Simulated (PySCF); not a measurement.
**Gas-phase XPS of `Cc1cnc[nH]1`, computed**

C4H6N2.
SMILES with atom numbers: `[CH3:1][c:2]1[cH:3][n:4][cH:5][nH:6]1`

Method: delta-SCF UKS SCAN, pcX-2 on the ionised atom, pcseg-1 elsewhere, spin-free X2C in PySCF 2.14.0. Vertical ΔSCF values, vacuum level as zero.

**Question.** List the computed XPS lines with their assignment.

**Answer.** 
| atom(s) | bonded to | level | binding energy (eV) | above the level's lowest (eV) | count |
| --- | --- | --- | --- | --- | --- |
| C1 | C and 3 H | C 1s | 291.22 | +0.90 | 1 |
| C2 | N (aromatic in the SMILES), C (aromatic in the SMILES) and C | C 1s | 291.06 | +0.74 | 1 |
| C3 | N (aromatic in the SMILES), C (aromatic in the SMILES) and H | C 1s | 290.32 | 0.00 | 1 |
| N4 | 2 C (aromatic in the SMILES) | N 1s | 404.05 | 0.00 | 1 |
| C5 | 2 N (aromatic in the SMILES) and H | C 1s | 291.49 | +1.17 | 1 |
| N6 | 2 C (aromatic in the SMILES) and H | N 1s | 406.49 | +2.44 | 1 |

The listed C 1s values span 1.17 eV, from C3 (bonded to N (aromatic in the SMILES), C (aromatic in the SMILES) and H) to C5 (bonded to 2 N (aromatic in the SMILES) and H). The widest gap between neighbouring values is 0.74 eV, between 290.32 and 291.06 eV. Summing the Pauling electronegativity differences to the bonded atoms, each weighted by its formal bond order, gives +0.39 for the lowest site and +1.12 for the highest; no listed site has a larger sum than the highest. The smallest sum, -1.05, belongs to C1, 0.90 eV above the lowest.

The listed N 1s values span 2.44 eV, from N4 (bonded to 2 C (aromatic in the SMILES)) to N6 (bonded to 2 C (aromatic in the SMILES) and H).

**Question.** Which photon energy gives electrons from C 1s of C5 a kinetic energy of 150 eV, and what is their de Broglie wavelength?

**Answer.** hν = 291.49 + 150 = 441.49 eV, recoil neglected; λ = 12.264 Å/√(E/eV) = 1.00 Å.

**Question.** Which photon wavelength matches the C 1s of C5 threshold?

**Answer.** λ = hc/E = 12398.42 eV Å / 291.49 eV = 42.535 Å.

Geometry: GFN2-xTB; no solvent, vibrations or thermal averaging.

On an Arm Neoverse N1 with one thread, shared host with 64 logical CPUs at a one-minute load of 50, this took 87 s and 0.49 GiB of memory at its peak.
